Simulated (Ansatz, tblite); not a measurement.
# The cluster Mg₂F₂+: one state, many levels

The task here is to estimate one member of a computed series from the others.

Computed with Ansatz 0.2.0, Gaussian basis. Level: as each input shows.

Levels to be run: GFN1-xTB, GFN2-xTB, PBE-D4/def2-TZVP, r2SCAN-D4/def2-TZVP, r2SCANh-D4/def2-TZVP, HSE06-D4/def2-TZVP, CAM-B3LYP-D4/def2-TZVP, ωB97X-V/def2-TZVP, PBE-QIDH/def2-TZVP, PBE-D4/def2-SVP, PBE0-D4/def2-SVP, HF/STO-3G, CCSD(T)/def2-TZVPP, MP2/def2-TZVP, RPA/def2-TZVP.

1 further run of the same task is left out (set aside as unsound or not needed).

### The geometry

The geometry is that of the doublet, from an earlier relaxation (r2SCAN-D4/def2-TZVP). At that level it is the lowest of the isomers that a small search found.

4 atoms, charge 1, spin multiplicity 2.

Bond lengths: Mg1–F3 1.891 Å, Mg1–F4 1.891 Å, Mg2–F3 1.891 Å, Mg2–F4 1.891 Å. Angles: F3–Mg1–F4 82.2°, F3–Mg2–F4 82.2°, Mg1–F3–Mg2 97.8°, Mg1–F4–Mg2 97.8°.

The ion is computed in the gas phase, without counter-ions or solvent.

PBE0-D4/def2-TZVP was run before; its log isn't repeated, and its numbers join the tables.

The first run:

Tight binding, by tblite at 300 K electronic temperature and without a spin-polarisation term:

```python
tblite.interface.Calculator('GFN1-xTB', numbers, positions, charge=1, uhf=1).singlepoint()
```

Tight binding, by tblite at 300 K electronic temperature and without a spin-polarisation term:

```python
tblite.interface.Calculator('GFN2-xTB', numbers, positions, charge=1, uhf=1).singlepoint()
```

start.molden holds the orbitals of an earlier run on this state, given as this run's starting guess.

Contents of in.yaml:

```yaml
crystal:
  periodic: [false, false, false]
  atoms:
    - {symbol: Mg, position_ang: [0.441594, 1.255634, -0.510928]}
    - {symbol: Mg, position_ang: [-0.441662, -1.255587, 0.510840]}
    - {symbol: F, position_ang: [0.565217, -0.582003, -0.941658]}
    - {symbol: F, position_ang: [-0.565150, 0.581946, 0.941746]}
basis:
  gaussian: {orbitals: def2-TZVP, initial_orbitals: start.molden}
total_charge: 1
magnetization: {spin_polarized: true, initial_magnetization: 1}
hamiltonian: {xc: pbe, dispersion: d4}
scf: {omitted_lower_state_checks: [starts]}
output: {forces: true, orbitals: {seedname: orbitals}}
```

Command:

```
> ansatz run in.yaml --threads 4 --pin off --events-out ev --progress --plain --max-ram 3916MiB
```

Among the steps run: PBE-D4/def2-TZVP; r2SCAN-D4/def2-TZVP; r2SCANh-D4/def2-TZVP; HSE06-D4/def2-TZVP; CAM-B3LYP-D4/def2-TZVP; ωB97X-V/def2-TZVP; PBE-QIDH/def2-TZVP; PBE-D4/def2-SVP; PBE0-D4/def2-SVP; HF/STO-3G; CCSD(T)/def2-TZVPP; MP2/def2-TZVP; RPA/def2-TZVP.

One table of the session follows, with a row left open; its other results are not shown here.

It belongs to the step «Levels side by side». 

```
                 level  HOMO (eV)  LUMO (eV)  gap (eV)
             HF/STO-3G      -6.00      -0.44      5.56
       PBE-D4/def2-SVP      -9.24      -8.61      0.63
      PBE-D4/def2-TZVP          ?          ?         ?
   r2SCAN-D4/def2-TZVP      -9.23      -8.59      0.63
  r2SCANh-D4/def2-TZVP      -9.39      -8.41      0.98
      PBE0-D4/def2-SVP      -9.63      -8.15      1.47
     PBE0-D4/def2-TZVP      -9.61      -8.11      1.50
    HSE06-D4/def2-TZVP      -9.28      -8.43      0.85
CAM-B3LYP-D4/def2-TZVP     -10.39      -7.45      2.94
     ωB97X-V/def2-TZVP     -10.70      -6.61      4.08
```

Q: Estimate the row for PBE-D4/def2-TZVP from the others.

**Answer.** HOMO (eV): -9.22; LUMO (eV): -8.57; gap (eV): 0.65. In the column «HOMO (eV)» it lies between r2SCAN-D4/def2-TZVP (-9.23) and HF/STO-3G (-6.00).
